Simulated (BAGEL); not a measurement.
# B3LYP/def2-SVP (density fitting with qzvpp-jkfit) run of C3H4FN (SMILES NC1(F)C=C1)

Aim: the energy change on altering one bond length of C3H4FN at B3LYP/def2-SVP (density fitting with qzvpp-jkfit), from 2 runs. 

Program for the calculation: BAGEL 1.2.2.

1 further run of the same task is left out (set aside as unsound or not needed). Runs told in other sessions of the task aren't counted.

## 1. The structure to begin with

C3H4FN: 9 atoms, total charge 0, spin state singlet. As SMILES, `NC1(F)C=C1`. Geometry: relaxed at PBE0-D4/def2-TZVP. This is one conformer, not always the lowest.

Bond lengths: N1–C2 1.410 Å, C2–F3 1.409 Å, C2–C4 1.457 Å, C2–C5 1.457 Å, C4–C5 1.300 Å, N1–H6 1.013 Å, N1–H7 1.013 Å, C4–H8 1.078 Å, C5–H9 1.078 Å. Some angles: N1–C2–F3 111.2°, N1–C2–C4 124.7°, N1–C2–C5 124.7°, F3–C2–C4 116.0°, F3–C2–C5 116.0°, C4–C2–C5 53.0°, C2–C4–C5 63.5°, C2–C5–C4 63.5°, C2–N1–H6 110.5°, C2–N1–H7 110.5°.

## 2. A single-point energy at B3LYP/def2-SVP (density fitting with qzvpp-jkfit)

Contents of job.json:

```json
{ "bagel": [

{
  "title": "molecule",
  "basis": "svp",
  "df_basis": "qzvpp-jkfit",
  "angstrom": true,
  "geometry": [
    { "atom": "N", "xyz": [   -0.377300,    0.877100,   -1.013000 ] },
    { "atom": "C", "xyz": [    0.137600,   -0.161200,   -0.210200 ] },
    { "atom": "F", "xyz": [    0.837000,   -1.105900,   -0.986500 ] },
    { "atom": "C", "xyz": [   -0.502200,   -0.673000,    0.994600 ] },
    { "atom": "C", "xyz": [    0.596500,    0.002000,    1.163000 ] },
    { "atom": "H", "xyz": [   -1.009800,    0.505800,   -1.711800 ] },
    { "atom": "H", "xyz": [    0.371800,    1.354900,   -1.499700 ] },
    { "atom": "H", "xyz": [   -1.313600,   -1.240900,    1.419200 ] },
    { "atom": "H", "xyz": [    1.348600,    0.394800,    1.827200 ] }
  ]
},
{ "title": "ks", "xc_func": "b3lyp" },
{ "title": "print", "file": "orbitals.molden", "orbitals": true }

]}
```

On the command line:

```sh
$ BAGEL_NUM_THREADS=1 BAGEL job.json > job.out
```

Output:

```text
* using 1 threads per process

  ===============================================================
  ===============================================================

  *** Geometry ***

  { "atom" : "N", "xyz" : [     -0.712994,      1.657479,     -1.914293 ] },
  { "atom" : "C", "xyz" : [      0.260026,     -0.304624,     -0.397220 ] },
  { "atom" : "F", "xyz" : [      1.581701,     -2.089848,     -1.864215 ] },
  { "atom" : "C", "xyz" : [     -0.949020,     -1.271786,      1.879522 ] },
  { "atom" : "C", "xyz" : [      1.127222,      0.003779,      2.197751 ] },
  { "atom" : "H", "xyz" : [     -1.908245,      0.955823,     -3.234833 ] },
  { "atom" : "H", "xyz" : [      0.702600,      2.560390,     -2.834022 ] },
  { "atom" : "H", "xyz" : [     -2.482344,     -2.344961,      2.681899 ] },
  { "atom" : "H", "xyz" : [      2.548485,      0.746064,      3.452908 ] },

  Number of auxiliary basis functions:      451

  Since a DF basis is specified, we compute 2- and 3-index integrals:
    o Being stored without compression. Storage requirement is 0.029 GB

  Number of basis functions:       90
  Number of electrons      :       38

    * METHOD: MOLECULE                             0.22

  *** Kohn-Sham DFT ***

    * Removing 17185 points whose weight is below 1.00e-10
    * Grid points: 116969

  === Nuclear Repulsion ===
   167.9019372275

       - DIIS with orbital gradients will be used.

  === KS iteration (b3lyp / svp) ===
      0       -236.58673699          0.16007994           0.43
      1       -214.01394867          0.16645133           0.41
      2       -223.27323738          0.17989717           0.41
      3       -265.83737882          0.09001395           0.41
      4       -269.30581381          0.05607786           0.40
      5       -270.56099143          0.02664231           0.41
      6       -270.91605029          0.01431862           0.41
      7       -270.99278466          0.00736200           0.41
      8       -271.01863570          0.00172699           0.41
      9       -271.02007630          0.00059509           0.41
     10       -271.02024270          0.00010762           0.42
     11       -271.02024892          0.00002172           0.41
     12       -271.02024898          0.00001691           0.41
     13       -271.02024913          0.00000208           0.41
     14       -271.02024914          0.00000123           0.41
     15       -271.02024914          0.00000031           0.41
     16       -271.02024914          0.00000018           0.41
     17       -271.02024914          0.00000004           0.41
     18       -271.02024914          0.00000001           0.41
     19       -271.02024914          0.00000001           0.42
    * SCF iteration converged.

    * Permanent dipole moment:
           (    0.179682,    -0.242129,    -0.202719) a.u.

    * METHOD: KS                                   8.97

    * METHOD: PRINT                                0.02

  ===============================================================
```

Run time: 9.6 s. Hardware: 1 thread of Arm Neoverse V1, shared host; peak memory 0.47 GiB.

## 3. The distorted shape

Contents of input.json:

```json
{ "bagel": [

{
  "title": "molecule",
  "basis": "svp",
  "df_basis": "qzvpp-jkfit",
  "angstrom": true,
  "geometry": [
    { "atom": "N", "xyz": [      -0.602922,       0.759264,      -1.212253 ] },
    { "atom": "C", "xyz": [      -0.088022,      -0.279036,      -0.409453 ] },
    { "atom": "F", "xyz": [       0.611378,      -1.223736,      -1.185753 ] },
    { "atom": "C", "xyz": [      -0.727822,      -0.790836,       0.795347 ] },
    { "atom": "C", "xyz": [       0.370878,      -0.115836,       0.963747 ] },
    { "atom": "H", "xyz": [      -1.235422,       0.387964,      -1.911053 ] },
    { "atom": "H", "xyz": [       0.146178,       1.237064,      -1.698953 ] },
    { "atom": "H", "xyz": [      -1.539222,      -1.358736,       1.219947 ] },
    { "atom": "H", "xyz": [       1.348600,       0.394800,       1.827200 ] }
  ]
},

{
  "title": "ks",
  "xc_func": "b3lyp"
},

{
  "title": "print",
  "file": "orbitals.molden",
  "orbitals": true
}

]}
```

On the command line:

```sh
$ BAGEL_NUM_THREADS=1 BAGEL input.json > input.out
```

Output:

```text
* using 1 threads per process

  ===============================================================
  ===============================================================

  *** Geometry ***

  { "atom" : "N", "xyz" : [     -1.139357,      1.434801,     -2.290826 ] },
  { "atom" : "C", "xyz" : [     -0.166337,     -0.527302,     -0.773754 ] },
  { "atom" : "F", "xyz" : [      1.155337,     -2.312526,     -2.240748 ] },
  { "atom" : "C", "xyz" : [     -1.375384,     -1.494463,      1.502988 ] },
  { "atom" : "C", "xyz" : [      0.700858,     -0.218898,      1.821218 ] },
  { "atom" : "H", "xyz" : [     -2.334609,      0.733146,     -3.611367 ] },
  { "atom" : "H", "xyz" : [      0.276236,      2.337712,     -3.210556 ] },
  { "atom" : "H", "xyz" : [     -2.908708,     -2.567639,      2.305366 ] },
  { "atom" : "H", "xyz" : [      2.548485,      0.746064,      3.452908 ] },

  Number of auxiliary basis functions:      451

  Since a DF basis is specified, we compute 2- and 3-index integrals:
    o Being stored without compression. Storage requirement is 0.029 GB

  Number of basis functions:       90
  Number of electrons      :       38

    * METHOD: MOLECULE                             0.22

  *** Kohn-Sham DFT ***

    * Removing 16843 points whose weight is below 1.00e-10
    * Grid points: 117311

  === Nuclear Repulsion ===
   166.6838862383

       - DIIS with orbital gradients will be used.

  === KS iteration (b3lyp / svp) ===
      0       -236.61795878          0.16070254           0.44
      1       -213.85409200          0.16021527           0.42
      2       -223.70627329          0.17913837           0.42
      3       -264.54585874          0.09117459           0.42
      4       -269.94054537          0.04136506           0.42
      5       -270.42665637          0.03044773           0.42
      6       -270.89079628          0.01258436           0.42
      7       -270.96124123          0.00648649           0.42
      8       -270.97834813          0.00314730           0.42
      9       -270.98292488          0.00039907           0.42
     10       -270.98298517          0.00018540           0.42
     11       -270.98299883          0.00008505           0.43
     12       -270.98300247          0.00002951           0.42
     13       -270.98300275          0.00002166           0.42
     14       -270.98300294          0.00000959           0.43
     15       -270.98300299          0.00000207           0.42
     16       -270.98300299          0.00000049           0.42
     17       -270.98300299          0.00000030           0.42
     18       -270.98300299          0.00000020           0.42
     19       -270.98300299          0.00000005           0.43
     20       -270.98300299          0.00000003           0.42
     21       -270.98300299          0.00000001           0.42
     22       -270.98300299          0.00000000           0.42
    * SCF iteration converged.

    * Permanent dipole moment:
           (    0.205289,    -0.231655,    -0.163501) a.u.

    * METHOD: KS                                  10.45

    * METHOD: PRINT                                0.02

  ===============================================================
```

Run time: 11 s. Hardware: 1 thread of Arm Neoverse V1, shared host; peak memory 0.47 GiB.

## 4. Results

Level: B3LYP/def2-SVP (density fitting with qzvpp-jkfit).

| quantity | value |
| --- | --- |
| first shape: total energy | -271.02025 Eh |
| first shape: dipole moment | 0.92 D |
| first shape: HOMO energy | -6.98 eV |
| first shape: LUMO energy | -0.18 eV |
| first shape: HOMO–LUMO gap | 6.79 eV |
| distorted shape: total energy | -270.98300 Eh |
| distorted shape: dipole moment | 0.89 D |
| distorted shape: HOMO energy | -7.02 eV |
| distorted shape: LUMO energy | -0.12 eV |
| distorted shape: HOMO–LUMO gap | 6.90 eV |
| energy change with the C5–H9 bond stretched from 1.078 to 1.401 Å | 1.014 eV |

What this shows: With the C5–H9 bond stretched from 1.078 to 1.401 Å the energy rises by 1.01 eV (98 kJ/mol). The first shape isn't relaxed at this level, so the change isn't measured from a minimum.
